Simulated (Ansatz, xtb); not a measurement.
# Isomers of C3H3+ in order of energy

3 gas-phase structures of C3H3+, found in a search over its isomers (lower ones may exist). Each was relaxed with GFN2-xTB:

A. `[C+]#CC`, a singlet
B. `c1c[cH+]1`, a singlet
C. a singlet given by its coordinates

C (Å):

```xyz
6

C    -2.5659   -0.1009   -0.7326
C    -3.0457    0.3966    0.2858
C    -2.0419   -0.6388   -1.8375
H    -3.4643    0.8274    1.1661
H    -2.5156   -1.4899   -2.3264
H    -1.1276   -0.2372   -2.2745
```

Close contacts (Å): C1–C2 1.23, C1–C3 1.34, C2–H4 1.07, C3–H5 1.09, C3–H6 1.09.

**Question.** Make a reasoned guess at their ranking by r2SCAN-D4/def2-SVP single-point energy.

**Answer.** Calculated order at r2SCAN-D4/def2-SVP: B (0.000), C (1.334), A (6.544) eV.

Energies above the lowest of each column, in eV; the last columns are at PBE0-D3(BJ)/def2-SVP geometries and were run for some of them only (a dash: not run or not comparable):

```
structure  GFN2-xTB  HF/STO-3G  r2SCAN-D4/def2-SVP  PBE0-D3(BJ)/def2-SVP  CCSD(T)/def2-TZVPP
        B     0.000      0.000               0.000                 0.000               0.000
        C     0.645      1.560               1.334                 1.507               1.230
        A     3.495      7.101               6.544                     –                   –
```

Every level run on B puts it lowest or level with the lowest. Frequencies (PBE0-D3(BJ)/def2-SVP) were run for B, C alone. Large T1 diagnostics make some coupled-cluster values less sure.

Programs: Ansatz 0.2.0, xtb 6.7.1.
